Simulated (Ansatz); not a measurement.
**C₄H₈N₂: up Jacob's ladder to CCSD(T)**

One table from this session's results is given with a row withheld; the runs are named, their logs left out.

Computed with Ansatz 0.2.0, Gaussian basis. Level: functionals in def2-TZVPP, the program's frozen cores in correlated methods.

The runs, in order: LDA (SPW92), PBE-D4, revPBE-D4, BLYP-D4, r2SCAN-D4, B97M-V, PBE0-D4, B3LYP-D4, r2SCANh-D4, r2SCAN0-D4, HSE06-D4, BHLYP-D4, CAM-B3LYP-D4, LC-ωPBE, ωB97X-V, ωB97M-V, B2PLYP, PBE-QIDH; CCSD(T)/def2-SVP; CCSD(T)/def2-TZVPP; MP2/def2-QZVPP; extrapolation to the limit; RPA on PBE.

**The relaxed structure**

All runs share one geometry, relaxed beforehand with PBE0-D4 in a triple-zeta def2 set.

SMILES `C=C(N)C(=C)N`, 14 atoms, charge 0, spin multiplicity 1.

Atoms are counted from 1 here; the program's logs count them from 0.

Bond lengths: C1–C2 1.334 Å, C1–H7 1.084 Å, C1–H8 1.080 Å, C2–N3 1.399 Å, C2–C4 1.483 Å, N3–H9 1.009 Å, N3–H10 1.011 Å, C4–C5 1.339 Å, C4–N6 1.381 Å, C5–H11 1.079 Å, C5–H12 1.084 Å, N6–H13 1.006 Å, N6–H14 1.005 Å. Angles: C2–C1–H7 121.4°, C2–C1–H8 120.3°, H7–C1–H8 118.2°, C1–C2–N3 123.8°, C1–C2–C4 122.2°, N3–C2–C4 113.8°, C2–N3–H9 113.5°, C2–N3–H10 113.6°, H9–N3–H10 111.0°, C2–C4–C5 121.3°, C2–C4–N6 114.1°, C5–C4–N6 124.7°, C4–C5–H11 120.1°, C4–C5–H12 121.5°, H11–C5–H12 118.4°, C4–N6–H13 115.7°, C4–N6–H14 117.3°, H13–N6–H14 115.3°.

The first run:

Contents of in.yaml:

```yaml
crystal:
  periodic: [false, false, false]
  atoms:
    - {symbol: C, position_ang: [0.707089, 0.452482, 1.652063]}
    - {symbol: C, position_ang: [0.389594, -0.240061, 0.556665]}
    - {symbol: N, position_ang: [0.761170, -1.571309, 0.342134]}
    - {symbol: C, position_ang: [-0.491535, 0.312359, -0.500824]}
    - {symbol: C, position_ang: [-0.314975, 1.552090, -0.974565]}
    - {symbol: N, position_ang: [-1.489139, -0.550283, -0.910448]}
    - {symbol: H, position_ang: [1.382059, 0.049429, 2.398964]}
    - {symbol: H, position_ang: [0.266377, 1.421996, 1.831378]}
    - {symbol: H, position_ang: [1.399669, -1.927695, 1.037216]}
    - {symbol: H, position_ang: [1.104726, -1.750902, -0.591446]}
    - {symbol: H, position_ang: [0.497426, 2.160567, -0.607360]}
    - {symbol: H, position_ang: [-0.972949, 1.970200, -1.727426]}
    - {symbol: H, position_ang: [-1.360371, -1.515929, -0.660284]}
    - {symbol: H, position_ang: [-1.892041, -0.391943, -1.817266]}
basis:
  gaussian: {orbitals: def2-TZVPP}
hamiltonian: {xc: lda}
output: {orbitals: {seedname: orbitals}}
```

Launch:

```sh
ansatz run in.yaml --threads 4 --pin off --events-out ev --progress --plain --max-ram 10444MiB
```

Steps of the session up to this table: LDA; PBE-D4 (GGA); revPBE-D4 (GGA); BLYP-D4 (GGA); r2SCAN-D4 (meta-GGA); B97M-V (meta-GGA); PBE0-D4 (hybrid); B3LYP-D4 (hybrid); r2SCANh-D4 (hybrid); r2SCAN0-D4 (hybrid); HSE06-D4 (hybrid); BHLYP-D4 (hybrid); CAM-B3LYP-D4 (range-separated); LC-ωPBE (range-separated); ωB97X-V (range-separated); ωB97M-V (range-separated); B2PLYP (double hybrid); PBE-QIDH (double hybrid).

One of the session's tables, all rows but one given; the rest of the session is left out.

It belongs to the step «Frontier levels by functional». 

```
  functional  HOMO (eV)  gap (eV)
 LDA (SPW92)      -4.87      3.76
      PBE-D4      -4.69      3.80
   revPBE-D4      -4.61      3.82
     BLYP-D4      -4.54      3.78
   r2SCAN-D4      -4.88      4.17
      B97M-V      -4.91      4.26
     PBE0-D4      -5.80      5.82
    B3LYP-D4      -5.60      5.40
  r2SCANh-D4      -5.30      4.92
  r2SCAN0-D4      -5.93      6.06
    HSE06-D4      -5.40      5.05
    BHLYP-D4      -6.78      7.82
CAM-B3LYP-D4          ?         ?
     LC-ωPBE      -8.44     10.67
     ωB97X-V      -8.08     10.25
     ωB97M-V      -8.00     10.05
```

**Question.** Estimate the row for CAM-B3LYP-D4.

**Answer.** HOMO (eV): -7.11; gap (eV): 8.21. In the column «HOMO (eV)» it lies between ωB97M-V (-8.00) and BHLYP-D4 (-6.78).
